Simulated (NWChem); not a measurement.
Molecule: C3H7Cl; SMILES CCCCl

```xyz
11

C     -0.7830    -1.7617     0.1421
C      0.5216    -1.1621    -0.3553
C      0.8926     0.1548     0.2952
Cl    -0.2977     1.4502    -0.0601
H     -0.7440    -1.9647     1.2246
H     -1.0042    -2.7104    -0.3688
H     -1.6221    -1.0737    -0.0393
H      0.4834    -1.0182    -1.4480
H      1.3571    -1.8595    -0.1653
H      0.9385     0.0661     1.3907
H      1.8640     0.5207    -0.0642
```
Atoms are numbered in this order, from 1.

All runs use the structure optimised with PBE0/def2-SVP.

### Question
List the 4 lowest vertical singlet excitations and the 4 lowest triplet ones from PBE/6-31G* (spherical d), TDA (NWChem).

### Answer
| state | energy (eV) | oscillator strength | leading excitation (squared amplitude) |
|---|---|---|---|
| S1 | 7.33 | 0.001 | HOMO → LUMO (0.98) |
| S2 | 7.41 | 0.000 | HOMO−1 → LUMO (0.98) |
| S3 | 8.41 | 0.017 | HOMO−2 → LUMO (0.87) |
| S4 | 8.54 | 0.002 | HOMO → LUMO+1 (0.98) |
| T1 | 6.48 | spin-forbidden | HOMO → LUMO (1.00) |
| T2 | 6.56 | spin-forbidden | HOMO−1 → LUMO (1.00) |
| T3 | 8.08 | spin-forbidden | HOMO−2 → LUMO (0.92) |
| T4 | 8.39 | spin-forbidden | HOMO → LUMO+1 (0.95) |
